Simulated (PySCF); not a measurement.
**Shifts of the heteroatoms**

Molfile (atoms numbered from 1):
```
C4H8F2
     RDKit          3D

 14 13  0  0  0  0  0  0  0  0999 V2000
    1.3791    0.4035    0.2001 C   0  0  0  0  0  0  0  0  0  0  0  0
    0.0826   -0.1508   -0.3714 C   0  0  0  0  0  0  0  0  0  0  0  0
   -0.4336   -1.3396    0.4252 C   0  0  0  0  0  0  0  0  0  0  0  0
   -0.9834    0.9166   -0.4570 C   0  0  0  0  0  0  0  0  0  0  0  0
   -1.2413    1.4488    0.7698 F   0  0  0  0  0  0  0  0  0  0  0  0
   -0.5787    1.9430   -1.2533 F   0  0  0  0  0  0  0  0  0  0  0  0
    2.1498   -0.3699    0.2007 H   0  0  0  0  0  0  0  0  0  0  0  0
    1.7446    1.2481   -0.3856 H   0  0  0  0  0  0  0  0  0  0  0  0
    1.2358    0.7385    1.2293 H   0  0  0  0  0  0  0  0  0  0  0  0
    0.2550   -0.4664   -1.4071 H   0  0  0  0  0  0  0  0  0  0  0  0
   -1.3802   -1.7145    0.0268 H   0  0  0  0  0  0  0  0  0  0  0  0
    0.2882   -2.1581    0.3957 H   0  0  0  0  0  0  0  0  0  0  0  0
   -0.5902   -1.0664    1.4710 H   0  0  0  0  0  0  0  0  0  0  0  0
   -1.9320    0.5410   -0.8566 H   0  0  0  0  0  0  0  0  0  0  0  0
  1  2  1  0
  2  3  1  0
  2  4  1  0
  4  5  1  0
  4  6  1  0
  1  7  1  0
  1  8  1  0
  1  9  1  0
  2 10  1  0
  3 11  1  0
  3 12  1  0
  3 13  1  0
  4 14  1  0
M  END
```

A single conformation, non-relativistic Hamiltonian, no solvent model, averaged over atoms made equivalent by symmetry, fast rotation or ring inversion. Shieldings: GIAO B97-2/pcSseg-2; PBE0-D3(BJ)/def2-TZVP geometry; PySCF 2.14.0 with density-fitted response routines.

**Question.** What are the $^{19}$F shifts?

**Answer.** 
```
atoms              environment  σ (ppm)  δ (ppm)
F5/F6  fluorine of a CF2 group    317.6   -128.5
```

Shieldings were converted by a linear fit to measured shifts: $^{19}$F: δ = 163.32 − 0.949σ +9.6 on sp3 carbon (rms 4.2 ppm, 161 shifts, 5.7 ppm with the 8 outliers that the fit left out vs CFCl3, solution or neat liquid). Occasional misses reach two or three times the rms, and more in compound classes unlike the fitted ones.

On a 300 MHz spectrometer $^{19}$F resonates near 282.3 MHz, so 1 ppm is 282.3 Hz.
